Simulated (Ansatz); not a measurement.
Conformers of C2H4Cl2 (`ClCCCl`), each relaxed with PBE0-D4/def2-TZVP in Ansatz. CBS adds the triple-zeta coupled-cluster correction to the MP2 limit.

Not all of them had a frequency check.

Conformer A:

```xyz
8

Cl   -0.200    2.065    0.566
C    -0.453    0.303    0.520
C     0.453   -0.303   -0.520
Cl    0.201   -2.066   -0.565
H    -0.235   -0.088    1.512
H    -1.501    0.126    0.284
H     0.234    0.088   -1.512
H     1.501   -0.125   -0.284
```

Conformer B:

Z-matrix (Å, degrees):
```
C
C 1 1.504
Cl 1 1.776 2 112.5
H 1 1.089 2 111.2 3 120.6
H 1 1.091 2 109.3 3 -118.7
Cl 2 1.776 1 112.5 3 -68.3
H 2 1.091 1 109.3 3 173.0
H 2 1.089 1 111.2 3 52.3
```

(1) Which is lowest in electronic energy at CCSD(T)/CBS (frozen core, def2 sets), and by how much? (An estimate is asked.)

(2) Give the energies relative to A (kJ/mol) with PBE-D4/def2-TZVPP, PBE0-D4/def2-TZVPP, ωB97M-V/def2-TZVPP, r2SCAN/def2-TZVPP, B3LYP/def2-TZVPP, HF/def2-QZVPP, HF/CBS(def2). (Estimate.)

## Answers

(1) Computed: A; B lies 5.6 kJ/mol higher.

(2) Ansatz gave: 
```csv
level,B
PBE-D4/def2-TZVPP,5.1
PBE0-D4/def2-TZVPP,5.2
ωB97M-V/def2-TZVPP,4.7
r2SCAN/def2-TZVPP,5.9
B3LYP/def2-TZVPP,6.6
HF/def2-QZVPP,7.8
HF/CBS(def2),7.8
```

B3LYP here is the variant with VWN-RPA as its local correlation; programs differ in this.
